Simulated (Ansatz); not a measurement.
System: cubic perovskite KTaO3. Method: r²SCAN (PAW; Ansatz, an electronic-structure program).

Settings: plane-wave cutoff 500 eV, 10×10×10 k mesh, Fermi–Dirac smearing 0.05 eV, scalar-relativistic PAW data made under PBE.

Cell (relaxed at this level):

```xyz
5
Lattice="3.9902 0.0000 0.0000 0.0000 3.9902 0.0000 0.0000 0.0000 3.9902" Properties=species:S:1:pos:R:3 pbc="T T T"
K      1.9951     1.9951     1.9951
Ta     0.0000     0.0000     0.0000
O      0.0000     1.9951     0.0000
O      1.9951     0.0000     0.0000
O      0.0000     0.0000     1.9951
```

Give the computed band gap.


band gap: 2.63 eV (on the SCF k mesh)

Measured, for comparison: band gap 3.64 eV (temperature not stated, not corrected to a static lattice, indirect; as tabulated in Himmetoglu and Janotti (2016), arXiv:1601.06205).

Spin–orbit coupling is not included.
